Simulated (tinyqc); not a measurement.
Stretching all distances: RHF, UHF, MP2, CISD and CCSD against full CI in the sto-6g basis, for BH2+, spin multiplicity 1. Computed by the program tinyqc with PySCF. All coordinates are multiplied by the scale. c0^2 is the weight of the RHF determinant in the lowest singlet FCI state (UHF is spin-contaminated and may lie near states of higher spin) and n(LUMO) the first natural occupation beyond the occupied space.

Geometry (angstrom):
```
atom,x,y,z
B,0.0000,0.0000,0.0000
H,0.0000,0.9910,0.4890
H,0.0000,-0.9910,0.4890
```

Full CI energy (hartree) and errors against it (kcal/mol):
```
scale,distance 1-2 (angstrom),E(FCI),RHF,UHF,MP2,CISD,CCSD,<S^2> UHF,c0^2,n(LUMO)
0.960,1.061,-25.40248,22.946,22.946,7.115,0.431,0.220,0.000,0.976,0.019
1.210,1.337,-25.42269,34.928,34.928,12.488,1.158,0.530,0.000,0.951,0.046
1.460,1.613,-25.34715,53.892,51.946,21.823,3.212,1.378,0.330,0.896,0.116
1.700,1.879,-25.26922,80.895,47.173,36.462,7.661,2.821,0.985,0.781,0.291
1.950,2.155,-25.21946,120.394,37.419,58.321,14.596,2.905,1.163,0.569,0.629
```

What does the comparison show, and why?

UHF parts from RHF first at scale 1.46 of those listed, where <S^2> leaves zero. The weight c0^2 goes from 0.98 to 0.57 and n(LUMO) from 0.02 to 0.63: static correlation grows as the bonds break into open-shell fragments. The spread of the error along the curve, which distorts its shape, is CCSD 2.7, CISD 14.2, UHF 29.0, MP2 51.2, RHF 97.4 kcal/mol. The table stops here: at scale 2.2 and beyond, the reference weight falls under 0.45 or RHF, UHF or CCSD hop between solutions, so those rows were left out and the spreads given cover only the rows shown. As computed, partly on other solutions, the errors there reach in size RHF 195, UHF 38, MP2 72, CISD 24, CCSD 2 kcal/mol.
